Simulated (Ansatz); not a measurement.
# C₂H₅NS: one species, many methods

An exercise on one series of results from a longer session: the logs are not shown, and one member is left open.

The runs use Ansatz 0.2.0, Gaussian basis; functionals in def2-TZVPP, the program's frozen cores in correlated methods.

The runs, in order: LDA (SPW92), PBE-D4, revPBE-D4, BLYP-D4, r2SCAN-D4, B97M-V, PBE0-D4, B3LYP-D4, r2SCANh-D4, r2SCAN0-D4, HSE06-D4, BHLYP-D4, CAM-B3LYP-D4, LC-ωPBE, ωB97X-V, ωB97M-V, B2PLYP, PBE-QIDH; CCSD(T)/def2-SVP; CCSD(T)/def2-TZVPP; MP2/def2-QZVPP; extrapolation to the limit; RPA on PBE.

## The relaxed structure

The geometry comes from an earlier relaxation with PBE0-D4 in a triple-zeta def2 set; it is a stationary point, not always the lowest conformer.

SMILES `C=C(N)S`, 9 atoms, charge 0, spin multiplicity 1.

Atoms are counted from 1 here; the program's logs count them from 0.

Bond lengths: C1–C2 1.335 Å, C1–H5 1.084 Å, C1–H6 1.080 Å, C2–N3 1.384 Å, C2–S4 1.770 Å, N3–H7 1.009 Å, N3–H8 1.008 Å, S4–H9 1.340 Å. Angles: C2–C1–H5 120.3°, C2–C1–H6 121.7°, H5–C1–H6 118.0°, C1–C2–N3 125.4°, C1–C2–S4 124.1°, N3–C2–S4 110.3°, C2–N3–H7 115.2°, C2–N3–H8 114.5°, H7–N3–H8 113.1°, C2–S4–H9 95.9°.

Coordinates:

```xyz
9
charge 0, multiplicity 1
C     0.66681    0.99119   -0.02549
C    -0.16661   -0.05097   -0.05125
N     0.01370   -1.20310   -0.79600
S    -1.72990   -0.09274    0.77824
H     1.63420    0.93011   -0.51058
H     0.39419    1.92343    0.44610
H    -0.22461   -2.06134   -0.32295
H     0.89492   -1.25206   -1.28323
H    -1.39409    0.76918    1.74806
```

Set-up of the first run:

The input, in.yaml:

```yaml
crystal:
  periodic: [false, false, false]
  atoms:
    - {symbol: C, position_ang: [0.666811, 0.991187, -0.025486]}
    - {symbol: C, position_ang: [-0.166608, -0.050970, -0.051253]}
    - {symbol: N, position_ang: [0.013697, -1.203104, -0.796000]}
    - {symbol: S, position_ang: [-1.729900, -0.092739, 0.778240]}
    - {symbol: H, position_ang: [1.634195, 0.930112, -0.510584]}
    - {symbol: H, position_ang: [0.394187, 1.923434, 0.446102]}
    - {symbol: H, position_ang: [-0.224613, -2.061340, -0.322951]}
    - {symbol: H, position_ang: [0.894924, -1.252061, -1.283225]}
    - {symbol: H, position_ang: [-1.394094, 0.769182, 1.748057]}
basis:
  gaussian: {orbitals: def2-TZVPP}
hamiltonian: {xc: lda}
output: {orbitals: {seedname: orbitals}}
```

Started as:

```
$ ansatz run in.yaml --threads 2 --pin off --events-out ev --progress --plain --max-ram 4352MiB
```

Steps of the session up to this table: LDA; PBE-D4 (GGA); revPBE-D4 (GGA); BLYP-D4 (GGA); r2SCAN-D4 (meta-GGA); B97M-V (meta-GGA); PBE0-D4 (hybrid); B3LYP-D4 (hybrid); r2SCANh-D4 (hybrid); r2SCAN0-D4 (hybrid); HSE06-D4 (hybrid); BHLYP-D4 (hybrid); CAM-B3LYP-D4 (range-separated); LC-ωPBE (range-separated); ωB97X-V (range-separated); ωB97M-V (range-separated); B2PLYP (double hybrid); PBE-QIDH (double hybrid).

One table of the session follows, with a row left open; its other results are not shown here.

It belongs to the step «Frontier levels by functional». 

```
  functional  HOMO (eV)  gap (eV)
 LDA (SPW92)          ?         ?
      PBE-D4      -4.97      4.18
   revPBE-D4      -4.91      4.21
     BLYP-D4      -4.83      4.12
   r2SCAN-D4      -5.17      4.67
      B97M-V      -5.21      4.64
     PBE0-D4      -6.10      6.26
    B3LYP-D4      -5.89      5.78
  r2SCANh-D4      -5.60      5.44
  r2SCAN0-D4      -6.24      6.58
    HSE06-D4      -5.70      5.48
    BHLYP-D4      -7.08      8.17
CAM-B3LYP-D4      -7.40      8.59
     LC-ωPBE      -8.74     11.17
     ωB97X-V      -8.37     10.66
     ωB97M-V      -8.26     10.30
```

**Question.** Estimate the row for LDA (SPW92).

As computed: HOMO (eV): -5.14; gap (eV): 4.16. In the column «HOMO (eV)» it lies between r2SCAN-D4 (-5.17) and PBE-D4 (-4.97).
